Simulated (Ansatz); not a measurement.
A structure drawn as `C[B][SiH3]`, with this starting geometry:

```xyz
9

C    -1.0910   -0.9858   -0.2995
B     0.0303   -0.6419    0.6651
Si    1.0647    0.9570    0.3721
H    -1.8333   -0.2322   -0.3151
H    -1.6292   -1.9571    0.0008
H    -0.7133   -1.1688   -1.3681
H     2.1248    1.0587    1.4661
H     0.2429    2.1040    0.4289
H     1.8041    0.8661   -0.9502
```

The species carries charge 0 and has multiplicity 2.

Relax it with Ansatz at PBE-D4/def2-SVP and then PBE0-D4/def2-TZVP. Is the drawn bonding still there?

Yes, every drawn bond is still there and no new one forms.

Give the relaxed structure. (Best estimate.)

Computed: 
Z-matrix (Å, degrees):
```
C
B 1 1.531
H 1 1.093 2 115.4
H 1 1.096 2 114.7 3 129.0
H 1 1.104 2 103.7 3 -115.9
Si 2 1.979 1 143.4 3 -162.6
H 6 1.490 2 107.8 1 127.8
H 6 1.497 2 118.1 1 6.0
H 6 1.490 2 107.4 1 -115.7
```
All modes are real.

Atoms count as bonded under 1.1 times the sum of their covalent radii (H–H under 0.85 Å, pairs among N, O and F under 1.55 Å), and a drawn bond as lost past 1.3 times.
